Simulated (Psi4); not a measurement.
# A workflow on SiH3O− (SMILES [O-][SiH3])

Aim: a geometry optimisation (r2SCAN-D4/def2-TZVP), then vibrational wavenumbers, then the energy (CCSD(T)/cc-pVTZ) of SiH3O−. 

The calculation is run with Psi4 1.11.

### 1 The molecule

SiH3O−: 5 atoms, total charge -1, spin state singlet. As SMILES, `[O-][SiH3]`. Geometry: relaxed at GFN2-xTB (4 decimals). The run starts from this shape.

Bond lengths: O1–Si2 1.535 Å, Si2–H3 1.516 Å, Si2–H4 1.516 Å, Si2–H5 1.516 Å. Angles: O1–Si2–H3 116.1°, O1–Si2–H4 116.1°, O1–Si2–H5 116.1°, H3–Si2–H4 102.1°, H3–Si2–H5 102.1°, H4–Si2–H5 102.1°.

### 2 A structure relaxation at r2SCAN-D4/def2-TZVP (density fitting) (run 1)

File h3osi.sdf:

```

     RDKit          3D

  5  4  0  0  0  0  0  0  0  0999 V2000
   -1.4442    0.2714    0.7001 O   0  0  0  0  0  0  0  0  0  0  0  0
   -0.0827    0.0156    0.0398 Si  0  0  0  0  0  4  0  0  0  0  0  0
   -0.1044   -0.2474   -1.4526 H   0  0  0  0  0  0  0  0  0  0  0  0
    0.6978   -1.1746    0.5614 H   0  0  0  0  0  0  0  0  0  0  0  0
    0.9335    1.1350    0.1513 H   0  0  0  0  0  0  0  0  0  0  0  0
  2  1  1  0
  3  2  1  0
  4  2  1  0
  5  2  1  0
M  CHG  1   1  -1
M  END
$$$$
```

File calc.py:

```python
import psi4
from rdkit import Chem

psi4.set_memory(1600000000)
psi4.set_num_threads(1)
psi4.core.set_output_file('run.log', False)

rd = Chem.SDMolSupplier('h3osi.sdf', removeHs=False, sanitize=False)[0]
xyz = rd.GetConformer().GetPositions()
atoms = '\n'.join(f'{a.GetSymbol()} {x:.4f} {y:.4f} {z:.4f}' for a, (x, y, z) in zip(rd.GetAtoms(), xyz))
geom = psi4.geometry('-1 1\n' + atoms + '\nsymmetry c1')

psi4.set_options({
    'basis': 'def2-TZVP',
    'reference': 'rks',
    'geom_maxiter': 60,
})

e, wfn = psi4.optimize("r2scan-d4", molecule=geom, return_wfn=True)
print(f'r2scan-d4 energy: {e:.10f} Eh')
print(geom.to_string(dtype='xyz', units='Angstrom'))
```

Run with:

```console
python calc.py
```

run.log:

```text
[...]
  Running in c1 symmetry.
[...]
  Nuclear repulsion =   58.862888211512775
[...]
  Multiplicity = 1
[...]
  Nalpha       = 13
  Nbeta        = 13
[...]
    Number of basis functions: 86
[...]
   @DF-RKS iter   1:  -366.17160735355287   -1.67980e-01   1.11248e-02 DIIS/ADIIS
[...]
   @DF-RKS iter   6:  -366.54949958695954   -3.18323e-12   4.41816e-09 DIIS
[...]
    Orbital Energies [Eh]
    ---------------------
    Doubly Occupied:
       1A    -65.589457     2A    -18.643289     3A     -4.965098
       4A     -3.307311     5A     -3.307311     6A     -3.303929
       7A     -0.615809     8A     -0.252618     9A     -0.104929
      10A     -0.104905    11A     -0.063953    12A      0.002743
      13A      0.002745
[...]
  @DF-RKS Final Energy:  -366.54949958695954
   => Energetics <=
    Nuclear Repulsion Energy =             57.8722715755823032
    One-Electron Energy =                -628.5962541776963235
    Two-Electron Energy =                 234.9902334559365045
    DFT Exchange-Correlation Energy =     -30.8150358122071921
    Empirical Dispersion Energy =          -0.0007146285748500
    VV10 Nonlocal Energy =                  0.0000000000000000
    Total Energy =                       -366.5494995869595414
[...]
 Multipole Moments:
 ------------------------------------------------------------------------------------
     Multipole            Electronic (a.u.)      Nuclear  (a.u.)        Total (a.u.)
 ------------------------------------------------------------------------------------
 L = 1.  Multiply by 2.5417464519 to convert [e a0] to [Debye]
 Dipole X            :         -2.5749421            2.9749860            0.4000439
 Dipole Y            :          0.4843674           -0.5594424           -0.0750750
 Dipole Z            :          1.2484464           -1.4423152           -0.1938688
 Magnitude           :                                                    0.4508397
[...]
  -Total Gradient:
     Atom            X                  Y                   Z
    ------   -----------------  -----------------  -----------------
       1       -0.000239954782     0.000049022763     0.000118030280
       2       -0.000079208955     0.000032853208     0.000048269460
       3       -0.000181615181     0.000033836153     0.000106777295
       4       -0.000192817247     0.000048052464     0.000078618574
       5       -0.000192610042     0.000024444541     0.000087557166
[...]
    Final optimized geometry and variables:
    Molecular point group: c1
    Full point group: C1
    Geometry (in Angstrom), charge = -1, multiplicity = 1:
    O           -0.955378941167     0.179649859040     0.463173247644
    SI           0.432075423003    -0.081246692893    -0.209471718487
    H            0.442603120991    -0.350357306798    -1.718607337549
    H            1.245035722021    -1.278368283702     0.296492848296
    H            1.480631565436     1.032936262667    -0.113907758097
[...]
```

The script printed:

```text
Some dependencies such as QCElemental have not yet finished migration to pydantic v2. If issues are encountered please downgrade pydantic or upgrade QCElemental as appropriate
	Previous geometry is closer to target in internal coordinates, so using that one.

	Best geometry has RMS(Delta(q)) = 1.00e-05

Optimizer: Optimization complete!
r2scan-d4 energy: -366.5494995870 Eh
5
-1 1 H3OSi
O                    -0.955378941167     0.179649859040     0.463173247644
Si                    0.432075423003    -0.081246692893    -0.209471718487
H                     0.442603120991    -0.350357306798    -1.718607337549
H                     1.245035722021    -1.278368283702     0.296492848296
H                     1.480631565436     1.032936262667    -0.113907758097
```

It took 2.1 min on 1 thread of AMD EPYC, shared host; peak memory 0.86 GiB.

Step by step:

```
step  energy from the first frame kept (eV)  largest force (eV/Å)
   0                                 0.0000                1.5158
   1                                -0.0326                0.2713
   2                                -0.0355                0.1063
   3                                -0.0362                0.0943
   4                                -0.0365                0.0301
   5                                -0.0367                0.0140
```

After the run. Bond lengths: O1–Si2 1.564 Å, Si2–H3 1.533 Å, Si2–H4 1.533 Å, Si2–H5 1.533 Å. Angles: O1–Si2–H3 117.3°, O1–Si2–H4 117.3°, O1–Si2–H5 117.3°, H3–Si2–H4 100.6°, H3–Si2–H5 100.6°, H4–Si2–H5 100.6°.

### 3 The harmonic vibrations at r2SCAN-D4/def2-TZVP (density fitting) (run 2)

File calc.in:

```
memory 1600 MB

molecule {
  -1 1
  O
  Si 1 1.563824
  H 2 1.532978 1 117.3109
  H 2 1.532973 3 100.61398 1 128.47264
  H 2 1.532974 4 100.6183 3 -103.05394
}

set {
  basis def2-TZVP
  t 400.0
  rotational_symmetry_number 3
}

E, wfn = freq("r2scan-d4", return_wfn=True)
```

Run with:

```console
psi4 -i calc.in -o calc.out -n 1
```

calc.out, shortened:

```text
[...]
  Running in c1 symmetry.
[...]
  Nuclear repulsion =   57.872285176398883
[...]
  Multiplicity = 1
[...]
  Nalpha       = 13
  Nbeta        = 13
[...]
    Number of basis functions: 86
[...]
   @DF-RKS iter   1:  -366.18091213195959   -2.12287e-01   1.09795e-02 DIIS/ADIIS
[...]
   @DF-RKS iter  12:  -366.54949899857007    5.68434e-14   1.41636e-09 DIIS
[...]
  @DF-RKS Final Energy:  -366.54949899857007
   => Energetics <=
    Nuclear Repulsion Energy =             57.8722828871228998
    One-Electron Energy =                -628.5962770120711411
    Two-Electron Energy =                 234.9902456427567472
    DFT Exchange-Correlation Energy =     -30.8150358871516481
    Empirical Dispersion Energy =          -0.0007146292269140
    VV10 Nonlocal Energy =                  0.0000000000000000
    Total Energy =                       -366.5494989985700727
[...]
 Multipole Moments:
[...]
  -Total Gradient:
     Atom            X                  Y                   Z
    ------   -----------------  -----------------  -----------------
       1        0.000093099701     0.000002247718    -0.000271165764
       2        0.000226930161     0.000010544172    -0.000097470659
       3       -0.000016034171     0.000016268309    -0.000212833025
       4       -0.000129286404     0.000064601886    -0.000063959590
       5       -0.000154609346    -0.000083113196    -0.000361125791
[...]
  ==> Harmonic Vibrational Analysis <==
[...]
  Freq [cm^-1]                 726.4528            726.6237            947.1702
[...]
  IR activ [km/mol]            82.2637             83.1564             115.2442
[...]
  Freq [cm^-1]                 948.8524            995.2817           1115.9174
[...]
  IR activ [km/mol]            117.4381            58.7490             289.4254
[...]
  Freq [cm^-1]                1904.4436           1905.3918           1988.7431
[...]
  IR activ [km/mol]            550.9488            544.6736            260.8727
[...]
  Total E_0, Enthalpy at 0 [K]                                                         -366.52384997 [Eh]
[...]
  Total H, Enthalpy at  400.00 [K]                                                     -366.51771521 [Eh]
[...]
  Total G, Gibbs energy at  400.00 [K]                                                 -366.55598948 [Eh]
[...]
```

Run time: 11 min. Hardware: 1 thread of AMD EPYC, shared host; peak memory 0.83 GiB.

### 4 The energy at CCSD(T)/cc-pVTZ (run 3)

File h3osi.sdf:

```

     RDKit          3D

  5  4  0  0  0  0  0  0  0  0999 V2000
   -1.4634    0.2752    0.7093 O   0  0  0  0  0  0  0  0  0  0  0  0
   -0.0759    0.0143    0.0366 Si  0  0  0  0  0  4  0  0  0  0  0  0
   -0.0654   -0.2549   -1.4725 H   0  0  0  0  0  0  0  0  0  0  0  0
    0.7370   -1.1829    0.5426 H   0  0  0  0  0  0  0  0  0  0  0  0
    0.9726    1.1284    0.1322 H   0  0  0  0  0  0  0  0  0  0  0  0
  2  1  1  0
  3  2  1  0
  4  2  1  0
  5  2  1  0
M  CHG  1   1  -1
M  END
$$$$
```

File h3osi.py:

```python
import psi4
from rdkit import Chem

psi4.set_memory(1600000000)
psi4.set_num_threads(1)
psi4.core.set_output_file('run.log', False)

rd = Chem.SDMolSupplier('h3osi.sdf', removeHs=False, sanitize=False)[0]
xyz = rd.GetConformer().GetPositions()
atoms = '\n'.join(f'{a.GetSymbol()} {x:.4f} {y:.4f} {z:.4f}' for a, (x, y, z) in zip(rd.GetAtoms(), xyz))
molecule = psi4.geometry('-1 1\n' + atoms + '')

psi4.set_options(dict(basis='cc-pVTZ', scf_type='pk', freeze_core=True))

e_tot = psi4.energy('ccsd(t)', molecule=molecule)
print(f'total energy {e_tot:.8f} hartree = {e_tot * 27.211386:.5f} eV')
for k, v in sorted(psi4.core.scalar_variables().items()):
    print(f'{k:45s} {v:18.10f}')
```

Run with:

```console
python h3osi.py
```

run.log:

```text
[...]
  Running in c1 symmetry.
[...]
  Nuclear repulsion =   57.870914936453232
[...]
  Multiplicity = 1
[...]
  Nalpha       = 13
  Nbeta        = 13
[...]
    Number of basis functions: 106
[...]
   @RHF iter   1:  -365.41990823290735   -7.41753e-01   6.07896e-03 ADIIS/DIIS
[...]
   @RHF iter  10:  -365.60640088348680   -4.49063e-11   7.02460e-09 DIIS
[...]
    Orbital Energies [Eh]
    ---------------------
    Doubly Occupied:
       1A    -68.553414     2A    -20.228192     3A     -5.897070
       4A     -4.004310     5A     -4.004309     6A     -4.002789
       7A     -0.967870     8A     -0.464051     9A     -0.275933
      10A     -0.275905    11A     -0.255585    12A     -0.168903
      13A     -0.168895
[...]
  @RHF Final Energy:  -365.60640088348680
   => Energetics <=
    Nuclear Repulsion Energy =             57.8709149364532323
    One-Electron Energy =                -628.4201781129395386
    Two-Electron Energy =                 204.9428622929995356
    Total Energy =                       -365.6064008834867991
[...]
 Multipole Moments:
 ------------------------------------------------------------------------------------
     Multipole            Electronic (a.u.)      Nuclear  (a.u.)        Total (a.u.)
 ------------------------------------------------------------------------------------
 L = 1.  Multiply by 2.5417464519 to convert [e a0] to [Debye]
 Dipole X            :         -2.4416374            2.9749035            0.5332661
 Dipole Y            :          0.4596646           -0.5596655           -0.1000009
 Dipole Z            :          1.1837016           -1.4422742           -0.2585726
 Magnitude           :                                                    0.6010264
[...]
      * MP2 total energy                      = -365.997154914446924
[...]
      * CCSD total energy                     = -366.014830562868553
[...]
      * CCSD(T) total energy                  = -366.029747092926698
```

Standard output:

```text
total energy -366.02974709 hartree = -9960.17674 eV
(T) CORRECTION ENERGY                              -0.0149165301
CC D1 DIAGNOSTIC                                    0.0355268262
CC D2 DIAGNOSTIC                                    0.1495135121
CC NEW D1 DIAGNOSTIC                                0.0355268262
CC T1 DIAGNOSTIC                                    0.0156494347
CCSD CORRELATION ENERGY                            -0.4084296794
CCSD DOUBLES ENERGY                                -0.4084296794
CCSD ITERATIONS                                    14.0000000000
CCSD OPPOSITE-SPIN CORRELATION ENERGY              -0.3316343846
CCSD SAME-SPIN CORRELATION ENERGY                  -0.0767952948
CCSD SINGLES ENERGY                                 0.0000000000
CCSD TOTAL ENERGY                                -366.0148305629
CCSD(T) CORRELATION ENERGY                         -0.4233462094
CCSD(T) TOTAL ENERGY                             -366.0297470929
CURRENT CORRELATION ENERGY                         -0.4233462094
CURRENT ENERGY                                   -366.0297470929
CURRENT REFERENCE ENERGY                         -365.6064008835
DD SOLVATION ENERGY                                 0.0000000000
HF KINETIC ENERGY                                 365.5359069327
HF POTENTIAL ENERGY                              -731.1423078162
HF TOTAL ENERGY                                  -365.6064008835
HF VIRIAL RATIO                                     2.0001928510
MP2 CORRELATION ENERGY                             -0.3907540310
MP2 DOUBLES ENERGY                                 -0.3907540310
MP2 OPPOSITE-SPIN CORRELATION ENERGY               -0.3039910568
MP2 SAME-SPIN CORRELATION ENERGY                   -0.0867629742
MP2 SINGLES ENERGY                                 -0.0000000000
MP2 TOTAL ENERGY                                 -365.9971549144
NUCLEAR REPULSION ENERGY                           57.8709149365
ONE-ELECTRON ENERGY                              -628.4201781129
PCM POLARIZATION ENERGY                             0.0000000000
PE ENERGY                                           0.0000000000
SCF ITERATION ENERGY                             -365.6064008835
SCF ITERATIONS                                     10.0000000000
SCF TOTAL ENERGY                                 -365.6064008835
TWO-ELECTRON ENERGY                               204.9428622930
```

Run time: 91 s. Hardware: 1 thread of AMD EPYC, shared host; peak memory 1.3 GiB.

### 5 Outcome

```
                                                                          quantity             value
                               run 1, r2SCAN-D4/def2-TZVP: total energy at the end     -366.54950 Eh
                                           run 1, r2SCAN-D4/def2-TZVP: HOMO energy           0.07 eV
                                           run 1, r2SCAN-D4/def2-TZVP: LUMO energy           5.84 eV
 run 1, r2SCAN-D4/def2-TZVP: HOMO–LUMO gap (to an unbound level, set by the basis)           5.77 eV
                                     run 1, r2SCAN-D4/def2-TZVP: dispersion energy      -1.88 kJ/mol
                            run 2, r2SCAN-D4/def2-TZVP: lowest harmonic wavenumber          726 cm⁻¹
                           run 2, r2SCAN-D4/def2-TZVP: highest harmonic wavenumber         1989 cm⁻¹
                                     run 2, r2SCAN-D4/def2-TZVP: zero-point energy       67.3 kJ/mol
run 2, r2SCAN-D4/def2-TZVP: ideal-gas entropy at 400 K (symmetry number 3 as used)  60.0 cal/(mol K)
                                              run 3, CCSD(T)/cc-pVTZ: total energy     -366.02975 Eh
                       run 3, CCSD(T)/cc-pVTZ: HOMO energy (Hartree–Fock orbitals)          -4.60 eV
                       run 3, CCSD(T)/cc-pVTZ: LUMO energy (Hartree–Fock orbitals)           9.67 eV
     run 3, CCSD(T)/cc-pVTZ: HOMO–LUMO gap (to an unbound level, set by the basis)          14.26 eV
               run 3, CCSD(T)/cc-pVTZ: correlation energy (6 core orbitals frozen)        -423.3 mEh
                                            run 3, CCSD(T)/cc-pVTZ: (T) correction        -14.92 mEh
                                             run 3, CCSD(T)/cc-pVTZ: T1 diagnostic             0.016
```

The optimisation (run 1, r2SCAN-D4/def2-TZVP) took 6 steps and changed the energy by -0.037 eV. The HOMO (run 1, r2SCAN-D4/def2-TZVP) lies at positive energy, 0.07 eV, as semi-local functionals often give for anions; only total energies tell whether the electron is bound. All 9 modes (run 2, r2SCAN-D4/def2-TZVP) are real, so the shape is a minimum at this level. The triples (run 3, CCSD(T)/cc-pVTZ) make up 3.5 % of the correlation energy.
